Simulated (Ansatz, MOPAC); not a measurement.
Process, species as SMILES: ClC(Cl)C(Cl)Cl + 4 C (CH4) → CC (C2H6) + 4 CCl (CH3Cl) [chloromethane]

Wanted: bond separation energy (enthalpy at 298 K), in kcal/mol. Set-up: 6-31G* and kin with 6d, 5d where marked; no dispersion term unless named; spin-orbit terms left out; non-relativistic. First-principles rows: single points at B3LYP-D3(BJ) geometries (Ansatz, a quantum-chemistry and plane-wave program), with unscaled harmonic terms from B3LYP/6-31G* (Ansatz) at its own minima. Semi-empirical rows: MOPAC heats of formation at their own minima for 298 K.

```csv
species,coefficient,"E at B3LYP/6-31G* (Ansatz), Eh","E at wB97M-V/def2-TZVPD (Ansatz), Eh","H(298 K) - E, kcal/mol","heat of formation at MNDO (MOPAC), kcal/mol"
ClC(Cl)C(Cl)Cl,-1,-1918.18560,-1918.17740,29.50,-37.78
C (CH4),-4,-40.51834,-40.49098,30.76,-11.96
CC (C2H6),+1,-79.83034,-79.79204,49.98,-19.75
CCl (CH3Cl),+4,-500.10846,-500.08564,26.40,-22.52
```

Measured values: Active Thermochemical Tables 1.112 (ions: stationary electron), as tabulated in the package chemicals; CRC Handbook, as tabulated in the package chemicals; they hold spin-orbit and core effects, anharmonicity and other conformers.  Value to compare with, the measured value: 7.9 kcal/mol. 1 Eh = 627.5095 kcal/mol.

Problem. Compute it at each level from the table, and compare with the measured value.

Solution. 
- B3LYP/6-31G*: the sum of coefficient times E is -0.00522 Eh, or -3.28 kcal/mol; the thermal terms add 3.04. Result: -0.2 kcal/mol. Its error against the measured value is -8.1 kcal/mol.
- wB97M-V/def2-TZVPD: the sum of coefficient times E is 0.00672 Eh, or 4.22 kcal/mol; the thermal terms add 3.04. Result: 7.3 kcal/mol. Its error against the measured value is -0.6 kcal/mol.
- MNDO: the sum of coefficient times heat of formation is -24.21 kcal/mol; it needs no thermal term. Its error against the measured value is -32.1 kcal/mol.
